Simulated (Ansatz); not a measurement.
The first iterations of a band of AlCl2H + H (5 atoms, charge 0, multiplicity 2).

Computed with Ansatz 0.2.0, UKS B3LYP-D4/def2-SVP.

```json
{
 "movable images": "7",
 "climbing image": "yes",
 "spring": "5.0 eV/Å²",
 "optimiser": "quadratic models (default)",
 "start path": "through a guess of the saddle point",
 "force threshold": "0.05 eV/Å",
 "iteration limit": "60",
 "end points": "relaxed"
}
```

Initial state:

```xyz
5
Properties=species:S:1:pos:R:3
Al 0.000 0.000 -0.103
H 0.000 0.000 1.471
Cl 1.801 0.000 -1.179
Cl -1.801 0.000 -1.179
H 0.000 0.000 3.340
```

Final state:

```xyz
5
Properties=species:S:1:pos:R:3
Al 0.000 0.000 -0.556
H 0.000 0.000 2.698
Cl 1.831 0.000 -1.626
Cl -1.831 0.000 -1.626
H 0.000 0.000 3.460
```

| iteration | highest image above the first end (eV) | largest band force component (eV/Å) |
| --- | --- | --- |
| 1 | 0.065 | 2.430 |
| 2 | 0.000 | 1.602 |

Task: Does the band converge within its limit, and where does its top end?

Result: The run converged. It ended after 7 iterations with the highest image 0.001 eV above the first end. The top lies less than 8 meV above the higher end, about what the thresholds resolve: that end is a shoulder or a very shallow well. A vibrational analysis at the climbing image gives one clearly imaginary mode, 265i cm⁻¹: a first-order saddle point.

The run took 2.9 min on 1 thread of Arm Neoverse V1, with other jobs on the host, peak memory 0.16 GiB.
